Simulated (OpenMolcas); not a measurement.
# C2N2 (bisisocyanide): the vertical ionisation energy from total energies

C2N2: 4 atoms, total charge 0, spin state singlet. As SMILES, `[C-]#[N+][N+]#[C-]`. Geometry: relaxed at PBE0-D4/def2-TZVP.

| atom | x (Å) | y (Å) | z (Å) |
| --- | --- | --- | --- |
| C | -0.6120 | 1.6801 | 0.2653 |
| N | -0.2142 | 0.5880 | 0.0929 |
| N | 0.2142 | -0.5880 | -0.0929 |
| C | 0.6120 | -1.6801 | -0.2654 |

Both states at this one shape; open shells run unrestricted unless said. 1 Eh = 27.2114 eV.

| level | program | singlet C2N2 (Eh) | doublet [C2N2]+ (Eh) | HOMO of the first (eV) |
| --- | --- | --- | --- | --- |
| HF/cc-pVTZ | OpenMolcas | -184.548472 | -184.061962 | -13.09 |
| PBE/cc-pVTZ | OpenMolcas | -185.394987 | -184.958447 | -8.38 |
| revPBE/cc-pVTZ | OpenMolcas | -185.566974 | -185.131766 | -8.35 |
| r2SCAN/cc-pVTZ | OpenMolcas | -185.502448 | -185.055142 | -8.85 |

Work out the vertical ionisation energy at each level.


1. HF/cc-pVTZ: -184.061962 − (-184.548472) = 0.486510 Eh = 13.24 eV; −ε(HOMO) = 13.09 eV.
2. PBE/cc-pVTZ: -184.958447 − (-185.394987) = 0.436540 Eh = 11.88 eV; −ε(HOMO) = 8.38 eV.
3. revPBE/cc-pVTZ: -185.131766 − (-185.566974) = 0.435208 Eh = 11.84 eV; −ε(HOMO) = 8.35 eV.
4. r2SCAN/cc-pVTZ: -185.055142 − (-185.502448) = 0.447306 Eh = 12.17 eV; −ε(HOMO) = 8.85 eV.

No measured value is set beside it here; the levels span 11.84 to 13.24 eV. In semi-local functionals −ε(HOMO) lies far under the ionisation energy, a result of self-interaction, while the difference of totals does much better.
